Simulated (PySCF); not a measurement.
Computed NMR parameters against published values

Geometry:
| atom | x (Å) | y (Å) | z (Å) |
| --- | --- | --- | --- |
| O1 | -0.734 | -0.876 | -1.135 |
| C2 | -0.682 | 0.127 | -0.177 |
| C3 | 0.614 | 0.093 | 0.605 |
| F4 | 1.659 | 0.180 | -0.234 |
| F5 | 0.684 | 1.120 | 1.454 |
| F6 | 0.757 | -1.030 | 1.302 |
| H7 | -0.008 | -0.738 | -1.754 |
| H8 | -1.509 | -0.026 | 0.532 |
| H9 | -0.781 | 1.149 | -0.593 |

Measured values that the calculation should reproduce: δ ¹⁹F F4/F5/F6 -77.8 ppm (measured; G. Saielli, R. Bini, A. Bagno, Computational 19F NMR. 2. Organic compounds, RSC Adv. 2014, ESI (exp. from Berger-Braun-Kalinowski 1994 and Everett 1995)). Coupling constants: ¹J(C2,H8) 147.5 Hz.

[PySCF 2.14: J: B3LYP/pcJ-1; structure optimised with PBE0-D3(BJ)/def2-SVP; shielding tensors at HF/pcSseg-2 (GIAO); one computed conformer; in vacuum; averaged over atoms made equivalent by symmetry, fast rotation or ring inversion; non-relativistic Hamiltonian]

What does the calculation give, and how does it compare?

Answers


Reference values: measured (G. Saielli, R. Bini, A. Bagno, Computational 19F NMR. 2. Organic compounds, RSC Adv. 2014, ESI (exp. from Berger-Braun-Kalinowski 1994 and Everett 1995)).
```tsv
atoms	quantity	reference	computed
F4/F5/F6	δ ¹⁹F vs CFCl3	-77.8	-61.9
```

Computed shifts are σ(ref) − σ with the named reference compound (TMS for H and C) calculated as an isolated molecule at the same level.

Coupling constants in Hz:
```tsv
coupling	reference	computed	source
¹J(C2,H8)	147.5	149.7	measured; liquid or solution (compiled); San Fabian, Garcia de la Vega, Suardiaz et al., Magn. Reson. Chem. 2013, 51, 775 (SI)
```

2 of the 4 published NMR values on file for this molecule are compared.
